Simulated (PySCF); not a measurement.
Frontier levels across methods

Species: SiH₄.
Structure used (PBE0-D3(BJ)/def2-SVP), in Å, numbered top down from 1:
```
atom  x, y, z in Å
Si1    0.0186   -0.0207   -0.0194
H2    -0.1754    1.2070   -0.8463
H3    -0.7291    0.1209    1.2649
H4     1.4723   -0.2027    0.2677
H5    -0.4943   -1.2092   -0.7634
```

Basis pcSseg-2 throughout (PySCF), one geometry. Geometry: PBE0-D3(BJ)/def2-SVP; no solvent, vibrations or thermal averaging.

Problem. How do the orbital energies and the gap change with the method?

Solution. 
```json
{"method": "B97-2", "kind": "global hybrid", "HOMO (eV)": "-9.60", "LUMO (eV)": "0.84", "gap (eV)": "10.45", "SCF cycles": "9"}
{"method": "PBE0", "kind": "global hybrid", "HOMO (eV)": "-9.84", "LUMO (eV)": "0.83", "gap (eV)": "10.67", "SCF cycles": "8"}
{"method": "BHandHLYP", "kind": "global hybrid", "HOMO (eV)": "-11.13", "LUMO (eV)": "1.37", "gap (eV)": "12.50", "SCF cycles": "9"}
{"method": "CAM-B3LYP", "kind": "range-separated hybrid", "HOMO (eV)": "-11.28", "LUMO (eV)": "1.53", "gap (eV)": "12.81", "SCF cycles": "9"}
{"method": "wB97X-D", "kind": "range-separated hybrid", "HOMO (eV)": "-11.79", "LUMO (eV)": "2.49", "gap (eV)": "14.27", "SCF cycles": "10"}
{"method": "LC-wPBE", "kind": "range-separated hybrid", "HOMO (eV)": "-12.71", "LUMO (eV)": "2.69", "gap (eV)": "15.40", "SCF cycles": "10"}
```

The HOMO spans 3.11 eV, from B97-2 down to LC-wPBE, and the gap runs from 10.45 eV (B97-2) to 15.40 eV (LC-wPBE). Over the methods B97-2 (21 %), PBE0 (25 %), BHandHLYP (50 %), a straight line through the gap against the share of exact exchange rises by 0.72 eV for each 10 % (correlation coefficient 1.000). The dipole is below 0.03 D at every level.

The vertical ΔSCF ionisation energy at CAM-B3LYP/def2-SVPD is 12.57 eV; −ε(HOMO) comes closest to it with LC-wPBE (12.71 eV).
